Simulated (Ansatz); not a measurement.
We consider hcp Cd, described by PBE in Ansatz (plane waves, PAW).

Numerical settings: plane-wave cutoff 520 eV, 16×16×10 k mesh (along the axes of the cell as run), Fermi–Dirac smearing 0.1 eV, perturbation theory, force constants from a 4×4×2 q mesh, scalar-relativistic PAW data made under PBE.

Computed at the level's own relaxed cell. Harmonic vibrational thermodynamics at fixed volume:

```json
[
 {"T (K)": "100", "S_vib (J/K per mol of atoms)": "29.72", "C_V (J/K per mol of atoms)": "22.49", "F_vib (eV/atom)": "-0.0022"},
 {"T (K)": "200", "S_vib (J/K per mol of atoms)": "46.05", "C_V (J/K per mol of atoms)": "24.27", "F_vib (eV/atom)": "-0.0423"},
 {"T (K)": "300", "S_vib (J/K per mol of atoms)": "55.97", "C_V (J/K per mol of atoms)": "24.64", "F_vib (eV/atom)": "-0.0955"},
 {"T (K)": "400", "S_vib (J/K per mol of atoms)": "63.08", "C_V (J/K per mol of atoms)": "24.77", "F_vib (eV/atom)": "-0.1574"},
 {"T (K)": "600", "S_vib (J/K per mol of atoms)": "73.15", "C_V (J/K per mol of atoms)": "24.87", "F_vib (eV/atom)": "-0.2993"},
 {"T (K)": "700", "S_vib (J/K per mol of atoms)": "76.98", "C_V (J/K per mol of atoms)": "24.89", "F_vib (eV/atom)": "-0.3771"},
 {"T (K)": "800", "S_vib (J/K per mol of atoms)": "80.31", "C_V (J/K per mol of atoms)": "24.90", "F_vib (eV/atom)": "-0.4587"}
]
```

The crystal is taken as a harmonic solid at every temperature: melting, phase changes and thermal expansion are not seen, nor the electrons' share in a metal.

Ansatz is a program for electronic structure.
